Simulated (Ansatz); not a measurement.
# AlNaH (doublet): from Hartree-Fock to the top rungs at distance Al1–H3 = 1.453 Å, cc-pVDZ

Aim: climb from Hartree-Fock through coupled cluster and multireference methods for AlNaH (doublet) at one geometry and basis, and see what each rung misses.

Program: Ansatz 0.2.0, Gaussian basis. Level of theory: cc-pVDZ, core rule «outside noble gas», up to 10 orbitals frozen. These are calculated values, not measurements.

To be run: UHF; CCSD(T) on ROHF; CCSD(T) on UHF; BCCD(T) on ROHF; CISD; CCSDT(Q) on ROHF; CCSDT(Q) on UHF; CASSCF and MRCISD+Q, 3 electrons in 3 orbitals; CASSCF and NEVPT2, 3 electrons in 3 orbitals; Full CI.

35 further runs of the same task are left out: 22 for a known fault of the program, 10 that didn't finish, 3 set aside as unsound or not needed.

## (1) What is computed

The geometry derives from a PBE0/def2-TZVP stationary point (not a proven minimum). One bond is set to the value named and the two fragments are kept rigid.

3 atoms, charge 0, spin multiplicity 2.

Atoms are counted from 1 here; the program's logs count them from 0.

Bond lengths: Al1–H3 1.453 Å.

## (2) UHF

in.yaml

```yaml
crystal:
  periodic: [false, false, false]
  atoms:
    - {symbol: Al, position_ang: [0.000000, -0.094422, 1.323032]}
    - {symbol: Na, position_ang: [0.000000, 0.063635, -1.648500]}
    - {symbol: H, position_ang: [0.000000, 1.076128, 2.183858]}
basis:
  gaussian: {orbitals: cc-pVDZ}
magnetization: {spin_polarized: true, initial_magnetization: 1}
hamiltonian: {xc: hf}
output: {orbitals: {seedname: orbitals}}
```

Launch:

```console
$ ansatz run in.yaml --threads 1 --pin off --events-out ev --progress --plain --max-ram 2393MiB
```

The runs that follow: CCSD(T) on ROHF; CCSD(T) on UHF; BCCD(T) on ROHF; CISD; CCSDT(Q) on ROHF; CCSDT(Q) on UHF; CASSCF and MRCISD+Q, 3 electrons in 3 orbitals; CASSCF and NEVPT2, 3 electrons in 3 orbitals; Full CI.

Q: Predict the results of all the runs planned. Wanted: FCI below the RHF energy; RMP2 from FCI; UMP2 from FCI; RCCSD from FCI; RCCSD(T) from FCI; UCCSD(T) from FCI; RCCSDT(Q) from FCI; UCCSDT(Q) from FCI; NEVPT2 pair from FCI.

**Answer**, as computed:

| quantity | value |
| --- | --- |
| FCI below the RHF energy | -2.3549 eV |
| RMP2 from FCI | +656.0 meV |
| UMP2 from FCI | +701.6 meV |
| RCCSD from FCI | +72.8 meV |
| RCCSD(T) from FCI | +20.5 meV |
| UCCSD(T) from FCI | +20.5 meV |
| RCCSDT(Q) from FCI | +0.5 meV |
| UCCSDT(Q) from FCI | +0.2 meV |
| NEVPT2 pair from FCI | +687.8 meV |
| levels within 1 kcal/mol (43 meV) | RCCSD(T), UCCSD(T), BCCD(T), RCCSDT, UCCSDT, RCCSDT(Q), UCCSDT(Q) |
| T1 diagnostic | 0.029 |
| effectively unpaired electrons | 1.08 |

What this shows: RCCSD(T) misses by +20.5 meV, 0.9 % of the correlation energy. One determinant dominates. These misses are within one basis, not against nature; the frozen cores of restricted and unrestricted runs differ, which can shift their rows.
